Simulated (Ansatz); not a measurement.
**CHBO (SMILES B=C=O): one structure at several levels**

Aim: energy, forces and dipole at a frame of a short trajectory, from CCSD(T) and from density functionals.

The runs use Ansatz 0.2.0, Gaussian basis; single points in def2-TZVPP.

Correlated methods freeze the cores.

## Step 1: The system as given

SMILES `B=C=O`, 4 atoms, charge 0, spin multiplicity 1.

Atoms are counted from 1 here; the program's logs count them from 0.

Bond lengths: B1–C2 1.551 Å, B1–H4 1.213 Å, C2–O3 1.130 Å. Angles: C2–B1–H4 105.2°, B1–C2–O3 150.8°.

Coordinates:

```xyz
4
CHBO
B    -0.3813    0.5435   -0.3583
C     0.1807   -0.6814    0.4102
O     0.9987   -1.1775    1.0112
H    -1.4484    0.1779   -0.8033
```

## Step 2: PBE-D4/def2-TZVPP

run/in.yaml reads:

```yaml
crystal:
  periodic: [false, false, false]
  atoms:
    - {symbol: B, position_ang: [-0.381346, 0.543515, -0.358288]}
    - {symbol: C, position_ang: [0.180741, -0.681370, 0.410157]}
    - {symbol: O, position_ang: [0.998726, -1.177545, 1.011228]}
    - {symbol: H, position_ang: [-1.448405, 0.177873, -0.803302]}
basis:
  gaussian: {orbitals: def2-TZVPP}
hamiltonian: {xc: pbe, dispersion: d4}
output: {forces: true}
```

Launch:

```sh
$ ansatz run in.yaml --threads 2 --pin off --events-out ev --progress --plain --max-ram 3481MiB
```

## Step 3: r2SCAN-D4/def2-TZVPP

run/in.yaml: that of step 2 with these lines changed.

```diff
@@ -9,3 +9,3 @@
   gaussian: {orbitals: def2-TZVPP}
-hamiltonian: {xc: pbe, dispersion: d4}
+hamiltonian: {xc: r2scan, dispersion: d4}
 output: {forces: true}
```

## Step 4: PBE0-D4/def2-TZVPP

run/in.yaml: that of step 3 with these lines changed.

```diff
@@ -9,3 +9,3 @@
   gaussian: {orbitals: def2-TZVPP}
-hamiltonian: {xc: r2scan, dispersion: d4}
-output: {forces: true}
+hamiltonian: {xc: pbe0, dispersion: d4}
+output: {forces: true, orbitals: {seedname: orbitals}}
```

## Step 5: wB97M-V/def2-TZVPP

run/in.yaml: that of step 4 with these lines changed.

```diff
@@ -9,3 +9,3 @@
   gaussian: {orbitals: def2-TZVPP}
-hamiltonian: {xc: pbe0, dispersion: d4}
-output: {forces: true, orbitals: {seedname: orbitals}}
+hamiltonian: {xc: {name: wB97M-V}}
+output: {forces: true}
```

## Step 6: CCSD(T)/def2-TZVPP

run/in.yaml: that of step 5 with these lines changed.

```diff
@@ -9,3 +9,3 @@
   gaussian: {orbitals: def2-TZVPP}
-hamiltonian: {xc: {name: wB97M-V}}
+correlation: {method: ccsd_t}
 output: {forces: true}
```

(Steps that only read results are left out.)

**Question.** What will these runs give? Wanted: energy less free atoms, CCSD(T)/def2-TZVPP; RMS force component; RMS force error; HOMO and LUMO, PBE0-D4; T1 diagnostic.

The runs gave:

```
                                  quantity                                                             value
energy less free atoms, CCSD(T)/def2-TZVPP                                                        -15.370 eV
                       RMS force component                              0.955 to 1.594 eV/Å over the methods
                           RMS force error  PBE-D4 0.305, r2SCAN-D4 0.244, PBE0-D4 0.489, wB97M-V 0.572 eV/Å
                    HOMO and LUMO, PBE0-D4                                                -6.38 and -3.79 eV
                             T1 diagnostic                                                             0.022
```

**Reading.** Against CCSD(T) the functionals' energies less atoms differ by -1.538 to -0.607 eV, PBE-D4 by -1.538 eV. The reference is not at the basis limit: in triple zeta CCSD(T) underbinds, which counts against methods that bind more; the gaps are no ranking. The forces of r2SCAN-D4 come nearest to CCSD(T), those of wB97M-V are farthest. Frozen-core CCSD(T) forces in triple zeta carry basis errors of their own, and this is one geometry, so small gaps rank nothing. The restricted Hartree–Fock reference is unstable towards an unrestricted one at one or more of these structures.
